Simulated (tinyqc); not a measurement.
Worked calculation (part 1 of 2): CIS and TDHF on RHF in the sto-3g basis, for H2O, spin multiplicity 1. Computed by tinyqc, a small Python program that keeps every step (integrals from PySCF). Settings: charge = 0, multiplicity = 1, basis = sto-3g, method = RHF, energy threshold = 1e-10, iteration cap = 53, orthogonalisation = canonical, start = core, DIIS depth = 6, TDHF = 1. Command: `OMP_NUM_THREADS=1 python tinyqc.py 30100 30101 out.jsonl` (the two numbers bound the seeds that draw the settings). One thread of a shared host (Intel(R) Xeon(R) Processor @ 2.60GHz), about 0.06 s of CPU time with the checks. The early iterations of the SCF are left out here.

## One-electron integrals

Geometry (angstrom):
```
atom        x         y        z
O     0.00000   0.00000  0.00000
H     0.00000   0.80400  0.61000
H     0.00000  -0.80400  0.61000
```

Basis sto-3g: exponents (1/bohr^2) and contraction coefficients of normalised primitives:
```
element  l (shell)   exponent  coefficient
O            s (1)  130.70932      0.15433
O            s (1)   23.80886      0.53533
O            s (1)    6.44361      0.44463
O            s (2)    5.03315     -0.09997
O            s (2)    1.16960      0.39951
O            s (2)    0.38039      0.70012
O            p (3)    5.03315      0.15592
O            p (3)    1.16960      0.60768
O            p (3)    0.38039      0.39196
H            s (1)    3.42525      0.15433
H            s (1)    0.62391      0.53533
H            s (1)    0.16886      0.44463
```

Overlap, kinetic and nuclear-attraction integrals over the contracted functions; the nuclear repulsion is the sum of Za Zb / Rab.

nuclear repulsion = 8.7186117 hartree

overlap S, lower triangle:
```
          1O 1s    1O 2s   1O 2px    1O 2py   1O 2pz    2H 1s    3H 1s
1O 1s   1.00000
1O 2s   0.23670  1.00000
1O 2px  0.00000  0.00000  1.00000
1O 2py  0.00000  0.00000  0.00000   1.00000
1O 2pz  0.00000  0.00000  0.00000   0.00000  1.00000
2H 1s   0.04769  0.44131  0.00000   0.29862  0.22656  1.00000
3H 1s   0.04769  0.44131  0.00000  -0.29862  0.22656  0.21948  1.00000
```

kinetic energy T (hartree), lower triangle:
```
           1O 1s    1O 2s   1O 2px    1O 2py   1O 2pz    2H 1s    3H 1s
1O 1s   29.00320
1O 2s   -0.16801  0.80813
1O 2px   0.00000  0.00000  2.52873
1O 2py   0.00000  0.00000  0.00000   2.52873
1O 2pz   0.00000  0.00000  0.00000   0.00000  2.52873
2H 1s   -0.00558  0.10506  0.00000   0.19583  0.14858  0.76003
3H 1s   -0.00558  0.10506  0.00000  -0.19583  0.14858  0.00196  0.76003
```

nuclear attraction V (hartree), lower triangle:
```
            1O 1s      1O 2s    1O 2px     1O 2py     1O 2pz     2H 1s     3H 1s
1O 1s   -61.66715
1O 2s    -7.43131  -10.09065
1O 2px    0.00000    0.00000  -9.94351
1O 2py    0.00000    0.00000   0.00000  -10.08409
1O 2pz   -0.01688   -0.20199   0.00000    0.00000  -10.02443
2H 1s    -1.53788   -3.52176   0.00000   -2.11218   -1.66355  -5.62531
3H 1s    -1.53788   -3.52176   0.00000    2.11218   -1.66355  -1.36603  -5.62531
```

core Hamiltonian H = T + V (hartree), lower triangle:
```
            1O 1s     1O 2s    1O 2px    1O 2py    1O 2pz     2H 1s     3H 1s
1O 1s   -32.66395
1O 2s    -7.59932  -9.28252
1O 2px    0.00000   0.00000  -7.41477
1O 2py    0.00000   0.00000   0.00000  -7.55536
1O 2pz   -0.01688  -0.20199   0.00000   0.00000  -7.49570
2H 1s    -1.54346  -3.41670   0.00000  -1.91635  -1.51497  -4.86527
3H 1s    -1.54346  -3.41670   0.00000   1.91635  -1.51497  -1.36407  -4.86527
```

## Two-electron integrals

Functions are numbered as in S; the eight-fold symmetry (ij|kl) = (ji|kl) = (kl|ij) leaves the list below.

Two-electron integrals (ij|kl) in chemists' order, unique and non-zero (hartree):
```
(11|11) 4.78507    (21|11) 0.74138    (21|21) 0.13687    (22|11) 1.11895
(22|21) 0.25663    (22|22) 0.81721    (31|31) 0.02448    (32|31) 0.03781
(32|32) 0.18052    (33|11) 1.11581    (33|21) 0.25668    (33|22) 0.81702
(33|33) 0.88016    (41|41) 0.02448    (42|41) 0.03781    (42|42) 0.18052
(43|43) 0.04744    (44|11) 1.11581    (44|21) 0.25668    (44|22) 0.81702
(44|33) 0.78527    (44|44) 0.88016    (51|51) 0.02448    (52|51) 0.03781
(52|52) 0.18052    (53|53) 0.04744    (54|54) 0.04744    (55|11) 1.11581
(55|21) 0.25668    (55|22) 0.81702    (55|33) 0.78527    (55|44) 0.78527
(55|55) 0.88016    (61|11) 0.15156    (61|21) 0.02775    (61|22) 0.05169
(61|33) 0.05159    (61|41) 0.00102    (61|42) 0.00191    (61|44) 0.05178
(61|51) 0.00077    (61|52) 0.00145    (61|54) 0.00015    (61|55) 0.05170
(61|61) 0.00570    (62|11) 0.36866    (62|21) 0.08561    (62|22) 0.30184
(62|33) 0.29671    (62|41) 0.00512    (62|42) 0.03911    (62|44) 0.30629
(62|51) 0.00388    (62|52) 0.02968    (62|54) 0.00727    (62|55) 0.30223
(62|61) 0.01769    (62|62) 0.13802    (63|31) 0.00896    (63|32) 0.05215
(63|43) 0.00813    (63|53) 0.00617    (63|63) 0.01967    (64|11) 0.21149
(64|21) 0.04975    (64|22) 0.18729    (64|33) 0.17879    (64|41) 0.01157
(64|42) 0.07513    (64|44) 0.20078    (64|51) 0.00198    (64|52) 0.01744
(64|54) 0.01052    (64|55) 0.18209    (64|61) 0.01074    (64|62) 0.10403
(64|64) 0.09718    (65|11) 0.16046    (65|21) 0.03775    (65|22) 0.14210
(65|33) 0.13565    (65|41) 0.00198    (65|42) 0.01744    (65|44) 0.14000
(65|51) 0.01046    (65|52) 0.06538    (65|54) 0.01143    (65|55) 0.15049
(65|61) 0.00815    (65|62) 0.07893    (65|64) 0.05880    (65|65) 0.06429
(66|11) 0.50822    (66|21) 0.11994    (66|22) 0.48492    (66|33) 0.46531
(66|41) 0.00930    (66|42) 0.09787    (66|44) 0.50226    (66|51) 0.00705
(66|52) 0.07426    (66|54) 0.02804    (66|55) 0.48658    (66|61) 0.02501
(66|62) 0.27907    (66|64) 0.24012    (66|65) 0.18218    (66|66) 0.77461
(71|11) 0.15156    (71|21) 0.02775    (71|22) 0.05169    (71|33) 0.05159
(71|41) -0.00102   (71|42) -0.00191   (71|44) 0.05178    (71|51) 0.00077
(71|52) 0.00145    (71|54) -0.00015   (71|55) 0.05170    (71|61) 0.00561
(71|62) 0.01712    (71|64) 0.00950    (71|65) 0.00789    (71|66) 0.02393
(71|71) 0.00570    (72|11) 0.36866    (72|21) 0.08561    (72|22) 0.30184
(72|33) 0.29671    (72|41) -0.00512   (72|42) -0.03911   (72|44) 0.30629
(72|51) 0.00388    (72|52) 0.02968    (72|54) -0.00727   (72|55) 0.30223
(72|61) 0.01712    (72|62) 0.11149    (72|64) 0.05799    (72|65) 0.06197
(72|66) 0.18452    (72|71) 0.01769    (72|72) 0.13802    (73|31) 0.00896
(73|32) 0.05215    (73|43) -0.00813   (73|53) 0.00617    (73|63) 0.01535
(73|73) 0.01967    (74|11) -0.21149   (74|21) -0.04975   (74|22) -0.18729
(74|33) -0.17879   (74|41) 0.01157    (74|42) 0.07513    (74|44) -0.20078
(74|51) -0.00198   (74|52) -0.01744   (74|54) 0.01052    (74|55) -0.18209
(74|61) -0.00950   (74|62) -0.05799   (74|64) -0.01530   (74|65) -0.03152
(74|66) -0.08535   (74|71) -0.01074   (74|72) -0.10403   (74|74) 0.09718
(75|11) 0.16046    (75|21) 0.03775    (75|22) 0.14210    (75|33) 0.13565
(75|41) -0.00198   (75|42) -0.01744   (75|44) 0.14000    (75|51) 0.01046
(75|52) 0.06538    (75|54) -0.01143   (75|55) 0.15049    (75|61) 0.00789
(75|62) 0.06197    (75|64) 0.03152    (75|65) 0.04927    (75|66) 0.11224
(75|71) 0.00815    (75|72) 0.07893    (75|74) -0.05880   (75|75) 0.06429
(76|11) 0.13595    (76|21) 0.03185    (76|22) 0.12161    (76|33) 0.11881
(76|44) 0.12127    (76|51) 0.00228    (76|52) 0.02061    (76|55) 0.12461
(76|61) 0.00651    (76|62) 0.05487    (76|64) 0.03575    (76|65) 0.03527
(76|66) 0.11416    (76|71) 0.00651    (76|72) 0.05487    (76|74) -0.03575
(76|75) 0.03527    (76|76) 0.02671    (77|11) 0.50822    (77|21) 0.11994
(77|22) 0.48492    (77|33) 0.46531    (77|41) -0.00930   (77|42) -0.09787
(77|44) 0.50226    (77|51) 0.00705    (77|52) 0.07426    (77|54) -0.02804
(77|55) 0.48658    (77|61) 0.02393    (77|62) 0.18452    (77|64) 0.08535
(77|65) 0.11224    (77|66) 0.32458    (77|71) 0.02501    (77|72) 0.27907
(77|74) -0.24012   (77|75) 0.18218    (77|76) 0.11416    (77|77) 0.77461
```

## Orthogonalisation

S = U s U^T; canonical form X = U s^(-1/2), so that X^T S X = 1. Each column of U has its largest component positive (the first on a tie).

eigenvalues of S: 0.37642  0.45393  0.88665  1.00000  1.09441  1.32659  1.86200

X:
```
               1         2         3        4         5         6        7
1O 1s   -0.31957   0.00000   0.74960  0.00000  -0.61619   0.00000  0.16024
1O 2s    1.12868   0.00000  -0.29311  0.00000  -0.29945   0.00000  0.43117
1O 2px   0.00000   0.00000   0.00000  1.00000   0.00000   0.00000  0.00000
1O 2py   0.00000   0.90800   0.00000  0.00000   0.00000   0.68680  0.00000
1O 2pz   0.51717   0.00000   0.65317  0.00000   0.63944   0.00000  0.19877
2H 1s   -0.71172  -0.83022  -0.16339  0.00000   0.13322   0.37557  0.37813
3H 1s   -0.71172   0.83022  -0.16339  0.00000   0.13322  -0.37557  0.37813
```

## Iteration 8 (converged): orbitals

converged F (hartree), lower triangle:
```
            1O 1s     1O 2s    1O 2px    1O 2py    1O 2pz     2H 1s     3H 1s
1O 1s   -20.23834
1O 2s    -5.16269  -2.42947
1O 2px    0.00000   0.00000  -0.38772
1O 2py    0.00000   0.00000   0.00000  -0.28412
1O 2pz   -0.02789  -0.10419   0.00000   0.00000  -0.32007
2H 1s    -1.05731  -0.93682   0.00000  -0.38517  -0.34713  -0.51197
3H 1s    -1.05731  -0.93682   0.00000   0.38517  -0.34713  -0.32971  -0.51197
```

Diagonalise F' = X^T F X, C = X C', fill 5 alpha and 5 beta electrons from the bottom; D = 2 C_occ C_occ^T. Each column has its largest component positive (the first on a tie).

F' = X^T F X (hartree), lower triangle:
```
          1        2         3         4         5         6         7
1   0.07117
2   0.00000  0.67592
3   1.78421  0.00000  -8.99420
4   0.00000  0.00000   0.00000  -0.38772
5  -1.30858  0.00000   8.87145   0.00000  -9.52786
6   0.00000  0.11302   0.00000   0.00000   0.00000  -0.58285
7   0.23913  0.00000  -3.87122   0.00000   4.14975   0.00000  -2.92925
```

orbital energies (hartree): MO1 -20.24696, MO2 -1.24244, MO3 -0.59291, MO4 -0.44408, MO5 -0.38772, MO6 0.55333, MO7 0.68598

coefficients C:
```
             MO1       MO2       MO3       MO4      MO5       MO6       MO7
1O 1s    0.99425  -0.23502   0.00000   0.09952  0.00000  -0.12541   0.00000
1O 2s    0.02555   0.85295   0.00000  -0.51532  0.00000   0.80105   0.00000
1O 2px   0.00000   0.00000   0.00000   0.00000  1.00000   0.00000   0.00000
1O 2py   0.00000   0.00000   0.60354   0.00000  0.00000   0.00000   0.96535
1O 2pz   0.00384   0.11125   0.00000   0.76912  0.00000   0.73386   0.00000
2H 1s   -0.00543   0.15462   0.44775   0.29672  0.00000  -0.76289  -0.79362
3H 1s   -0.00543   0.15462  -0.44775   0.29672  0.00000  -0.76289   0.79362
```

D after iteration 8, lower triangle:
```
           1O 1s     1O 2s   1O 2px    1O 2py   1O 2pz     2H 1s    3H 1s
1O 1s    2.10733
1O 2s   -0.45268   1.98746
1O 2px   0.00000   0.00000  2.00000
1O 2py   0.00000   0.00000  0.00000   0.72851
1O 2pz   0.10842  -0.60272  0.00000   0.00000  1.20788
2H 1s   -0.02441  -0.04232  0.00000   0.54047  0.49079   0.62492
3H 1s   -0.02441  -0.04232  0.00000  -0.54047  0.49079  -0.17700  0.62492
```

## Convergence

Stop when the energy changes by less than 1e-10 hartree and every element of the error matrix X^T (F D S - S D F) X is below 3e-06.

Course of the cycle:
```
iteration  E (hartree)     change  largest element of the error matrix
1          -73.2586555          -                             9.10e-01
2          -74.9273781  -1.67e+00                             2.02e-01
3          -74.9619012  -3.45e-02                             3.64e-02
4          -74.9633589  -1.46e-03                             6.18e-03
5          -74.9634287  -6.98e-05                             1.68e-03
6          -74.9634346  -5.85e-06                             1.43e-04
7          -74.9634346  -3.57e-08                             1.61e-07
8          -74.9634346    0.00000                             3.20e-09
```

PySCF RHF in the same basis = -74.9634346 hartree

Converged in 8 iterations.

## Integrals over molecular orbitals

(pq|rs) = sum C_ip C_jq C_kr C_ls (ij|kl), one index at a time.

one-electron integrals over orbitals h = C^T H C (hartree), lower triangle:
```
           1         2         3         4         5         6         7
1  -32.64667
2    0.56164  -7.62105
3    0.00000   0.00000  -6.22738
4   -0.22485   0.47006   0.00000  -6.85805
5    0.00000   0.00000   0.00000   0.00000  -7.41477
6    0.28851  -1.32524   0.00000  -1.15906   0.00000  -5.31149
7    0.00000   0.00000  -1.73452   0.00000   0.00000   0.00000  -5.57863
```

Two-electron integrals over orbitals (pq|rs), unique and non-zero (hartree):
```
(11|11) 4.74533    (21|11) -0.42074   (21|21) 0.05915    (22|11) 1.00862
(22|21) -0.01382   (22|22) 0.72430    (31|31) 0.01074    (32|31) 0.01730
(32|32) 0.13985    (33|11) 0.78415    (33|21) -0.00448   (33|22) 0.63331
(33|33) 0.61791    (41|11) 0.17688    (41|21) -0.02226   (41|22) 0.01464
(41|33) 0.00610    (41|41) 0.02660    (42|11) -0.13589   (42|21) 0.00878
(42|22) -0.00626   (42|33) 0.00603    (42|41) 0.01895    (42|42) 0.12707
(43|31) -0.00303   (43|32) 0.02359    (43|43) 0.04965    (44|11) 0.98033
(44|21) -0.01273   (44|22) 0.67234    (44|33) 0.58661    (44|41) -0.01054
(44|42) -0.10254   (44|44) 0.75702    (51|51) 0.02602    (52|51) 0.03272
(52|52) 0.14642    (53|53) 0.02780    (54|51) -0.01288   (54|52) -0.04587
(54|54) 0.05332    (55|11) 1.11534    (55|21) -0.01184   (55|22) 0.74913
(55|33) 0.61824    (55|41) 0.00494    (55|42) -0.07303   (55|44) 0.71752
(55|55) 0.88016    (61|11) -0.22504   (61|21) 0.03391    (61|22) -0.00142
(61|33) 0.00031    (61|41) 0.00061    (61|42) 0.02048    (61|44) -0.01800
(61|55) -0.00596   (61|61) 0.02928    (62|11) 0.29473    (62|21) -0.00653
(62|22) 0.13914    (62|33) 0.07166    (62|41) 0.01853    (62|42) 0.02441
(62|44) 0.08028    (62|55) 0.15326    (62|61) 0.00772    (62|62) 0.09921
(63|31) 0.00289    (63|32) -0.04043   (63|43) -0.03222   (63|63) 0.07353
(64|11) 0.23587    (64|21) -0.00266   (64|22) 0.10554    (64|33) 0.04468
(64|41) 0.00207    (64|42) -0.03651   (64|44) 0.12605    (64|55) 0.12720
(64|61) -0.00071   (64|62) 0.06174    (64|64) 0.07741    (65|51) 0.01491
(65|52) 0.05678    (65|54) 0.00078    (65|65) 0.03708    (66|11) 0.79224
(66|21) -0.00714   (66|22) 0.60511    (66|33) 0.56301    (66|41) 0.02006
(66|42) 0.05554    (66|44) 0.54657    (66|55) 0.58374    (66|61) 0.00853
(66|62) 0.09457    (66|64) 0.04694    (66|66) 0.59104    (71|31) 0.01493
(71|32) 0.02263    (71|43) -0.00434   (71|63) 0.00349    (71|71) 0.02080
(72|31) 0.01421    (72|32) 0.04570    (72|43) -0.03269   (72|63) 0.03354
(72|71) 0.01876    (72|72) 0.06422    (73|11) 0.36546    (73|21) -0.00727
(73|22) 0.14783    (73|33) 0.08962    (73|41) -0.00057   (73|42) -0.07643
(73|44) 0.15532    (73|55) 0.19455    (73|61) -0.00648   (73|62) 0.07445
(73|64) 0.08571    (73|66) 0.03997    (73|73) 0.15451    (74|31) -0.00907
(74|32) -0.07554   (74|43) -0.00302   (74|63) 0.04830    (74|71) -0.01248
(74|72) -0.01713   (74|74) 0.06923    (75|53) 0.02381    (75|75) 0.02475
(76|31) 0.00866    (76|32) 0.09511    (76|43) 0.05306    (76|63) -0.06645
(76|71) 0.01156    (76|72) -0.00745   (76|74) -0.05873   (76|76) 0.11512
(77|11) 0.86029    (77|21) -0.00927   (77|22) 0.61881    (77|33) 0.60042
(77|41) 0.00398    (77|42) -0.01636   (77|44) 0.59919    (77|55) 0.62036
(77|61) -0.00469   (77|62) 0.06666    (77|64) 0.04529    (77|66) 0.56014
(77|73) 0.09540    (77|77) 0.61199
```

## CIS matrix, singlets

A(ia,jb) = (e_a - e_i) d_ij d_ab + 2 (ia|jb) - (ij|ab).

CIS matrix A, singlet (hartree), lower triangle:
```
          1>6       1>7      2>6       2>7      3>6      3>7      4>6      4>7
1>6  20.06660
1>7   0.00000  20.11426
2>6   0.02258   0.00000  1.38910
2>7   0.00000   0.04680  0.00000   1.43806
3>6   0.00000  -0.00168  0.00000  -0.02804  0.73030
3>7  -0.02162   0.00000  0.05380   0.00000  0.00000  0.98750
4>6  -0.02147   0.00000  0.06794   0.00000  0.00000  0.11835  0.60566
4>7   0.00000  -0.02894  0.00000  -0.01791  0.04354  0.00000  0.00000  0.66935
5>6   0.00000   0.00000  0.00000   0.00000  0.00000  0.00000  0.00000  0.00000
5>7   0.00000   0.00000  0.00000   0.00000  0.00000  0.00000  0.00000  0.00000

         5>6      5>7
5>6  0.43148
5>7  0.00000  0.50285
```

## CIS singlet states

dipole integrals <i|r|a> (bohr):
```
           x         y         z
1>6  0.00000   0.00000   0.04371
1>7  0.00000   0.05580   0.00000
2>6  0.00000   0.00000  -0.08574
2>7  0.00000  -0.12185   0.00000
3>6  0.00000  -0.87353   0.00000
3>7  0.00000   0.00000  -0.65342
4>6  0.00000   0.00000  -0.50756
4>7  0.00000  -0.70539   0.00000
5>6  0.07416   0.00000   0.00000
5>7  0.00000   0.00000   0.00000
```

Diagonalise A (1 hartree = 27.211386 eV); each vector has its largest component positive (the first on a tie). The transition dipole is mu = sqrt2 sum c_ia <i|r|a>.

singlet excitation energies (eV): 11.74110  13.68316  15.47713  17.59572  20.44561  27.43882  38.23342  39.17203  546.04208  547.34116

lowest vectors:
```
     state 1  state 2   state 3   state 4  state 5   state 6
1>6  0.00000  0.00000   0.00084   0.00000  0.00000   0.00157
1>7  0.00000  0.00000   0.00000   0.00127  0.00065   0.00000
2>6  0.00000  0.00000  -0.06242   0.00000  0.00000  -0.17907
2>7  0.00000  0.00000   0.00000   0.00369  0.04815   0.00000
3>6  0.00000  0.00000   0.00000  -0.46067  0.88662   0.00000
3>7  0.00000  0.00000  -0.26399   0.00000  0.00000   0.95170
4>6  0.00000  0.00000   0.96250   0.00000  0.00000   0.24941
4>7  0.00000  0.00000   0.00000   0.88757  0.45998   0.00000
5>6  1.00000  0.00000   0.00000   0.00000  0.00000   0.00000
5>7  0.00000  1.00000   0.00000   0.00000  0.00000   0.00000
```

oscillator strengths 2/3 w |mu|^2: 0.00316  0.00000  0.07318  0.04328  1.22277  0.72242

## TDHF (RPA) singlet states

B(ia,jb) = 2 (ia|jb) - (ib|ja); the squared energies are the eigenvalues of (A - B)(A + B); 1 hartree = 27.211386 eV.

TDHF matrix B, singlet (hartree), lower triangle:
```
          1>6       1>7      2>6       2>7      3>6      3>7      4>6      4>7
1>6   0.02928
1>7   0.00000   0.02080
2>6   0.00772   0.00000  0.09921
2>7   0.00000   0.01876  0.00000   0.06422
3>6   0.00000   0.01346  0.00000  -0.00738  0.07353
3>7  -0.01645   0.00000  0.11537   0.00000  0.00000  0.15451
4>6  -0.00071   0.00000  0.06174   0.00000  0.00000  0.12311  0.07741
4>7   0.00000  -0.01248  0.00000  -0.01713  0.01090  0.00000  0.00000  0.06923
5>6   0.00000   0.00000  0.00000   0.00000  0.00000  0.00000  0.00000  0.00000
5>7   0.00000   0.00000  0.00000   0.00000  0.00000  0.00000  0.00000  0.00000

         5>6      5>7
5>6  0.03708
5>7  0.00000  0.02475
```

squared energies w^2 (hartree^2): 0.18480  0.25224  0.31812  0.41427  0.55795  0.96464  1.92741  2.06744  402.67000  404.58800

TDHF energies from the positive w^2 (eV): 11.69766  13.66657  15.34768  17.51434  20.32581  26.72603  37.77791  39.12615  546.04107  547.33997

## CIS matrix, triplets

A(ia,jb) = (e_a - e_i) d_ij d_ab - (ij|ab).

CIS matrix A, triplet (hartree), lower triangle:
```
          1>6       1>7       2>6       2>7       3>6       3>7      4>6      4>7
1>6  20.00805
1>7   0.00000  20.07266
2>6   0.00714   0.00000   1.19067
2>7   0.00000   0.00927   0.00000   1.30962
3>6   0.00000  -0.00866   0.00000  -0.09511   0.58324
3>7  -0.00866   0.00000  -0.09511   0.00000   0.00000   0.67848
4>6  -0.02006   0.00000  -0.05554   0.00000   0.00000  -0.05306  0.45085
4>7   0.00000  -0.00398   0.00000   0.01636  -0.05306   0.00000  0.00000  0.53088
5>6   0.00000   0.00000   0.00000   0.00000   0.00000   0.00000  0.00000  0.00000
5>7   0.00000   0.00000   0.00000   0.00000   0.00000   0.00000  0.00000  0.00000

         5>6      5>7
5>6  0.35732
5>7  0.00000  0.45334
```

## CIS triplet states

Diagonalise A (1 hartree = 27.211386 eV); each vector has its largest component positive (the first on a tie).

triplet excitation energies (eV): 9.72305  11.74007  12.33604  13.50003  16.46492  18.45070  32.93888  35.98794  544.44750  546.20503

lowest vectors:
```
     state 1  state 2  state 3  state 4   state 5   state 6
1>6  0.00000  0.00106  0.00000  0.00000   0.00000   0.00010
1>7  0.00000  0.00000  0.00000  0.00039   0.00019   0.00000
2>6  0.00000  0.10133  0.00000  0.00000   0.00000   0.14896
2>7  0.00000  0.00000  0.00000  0.04854   0.12365   0.00000
3>6  0.00000  0.00000  0.00000  0.55772   0.81985   0.00000
3>7  0.00000  0.24610  0.00000  0.00000   0.00000   0.95425
4>6  0.00000  0.96393  0.00000  0.00000   0.00000  -0.25928
4>7  0.00000  0.00000  0.00000  0.82861  -0.55907   0.00000
5>6  1.00000  0.00000  0.00000  0.00000   0.00000   0.00000
5>7  0.00000  0.00000  1.00000  0.00000   0.00000   0.00000
```
